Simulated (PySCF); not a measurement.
Calculation: PySCF with CAM-B3LYP-D3(BJ)/def2-TZVP. Isolated molecules, 0 K electronic values unless said otherwise. One relaxed conformer stands for a flexible species; it need not be the lowest. 

Reference species (SMILES): `[B](O)O` (H–O–B–O torsion 0°, O–B–O–H torsion 180°) (neutral, multiplicity 2).

| Item | Value |
|---|---|
| highest occupied spin orbital | -7.28 eV |

Changed species: `[OH]` (radical fragment; the reference has radical fragment).

Predict the effect on the highest occupied spin orbital.

the highest occupied spin orbital drops by 3.44 eV, to -10.72 eV.
